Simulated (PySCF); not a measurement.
# C3H9N, SMILES `CN(C)C` (charge 0, multiplicity 1)

The numbers are results of PySCF with PBE-D3(BJ)/def2-TZVP // PBE0-D3(BJ)/def2-TZVP, not measurements.

| Property | Value |
|---|---|
| HOMO | -4.80 eV |
| dipole moment | 0.39 D |
| HOMO–LUMO gap | 5.18 eV |
| LUMO | 0.39 eV |
| total energy | -174.2992 Ha |
| cost | about 70 core-seconds (a rough figure) |

Bonded distances (Å): C1–N2 1.442, C1–H5 1.107, C1–H6 1.092, C1–H7 1.092, N2–C3 1.442, N2–C4 1.442, C3–H8 1.107, C3–H9 1.092, C3–H10 1.092, C4–H11 1.092, C4–H12 1.107, C4–H13 1.092. Angles (°): N2–C1–H5 112.8, N2–C1–H6 109.9, N2–C1–H7 109.9, H5–C1–H6 108.0, H5–C1–H7 108.0, H6–C1–H7 108.1, C1–N2–C3 111.4, C1–N2–C4 111.4, C3–N2–C4 111.4, N2–C3–H8 112.8, N2–C3–H9 109.9, N2–C3–H10 109.9, H8–C3–H9 108.0, H8–C3–H10 108.0, H9–C3–H10 108.1, N2–C4–H11 109.9, N2–C4–H12 112.8, N2–C4–H13 109.9, H11–C4–H12 108.0, H11–C4–H13 108.1, H12–C4–H13 108.0.
Charge 0, spin multiplicity 1.
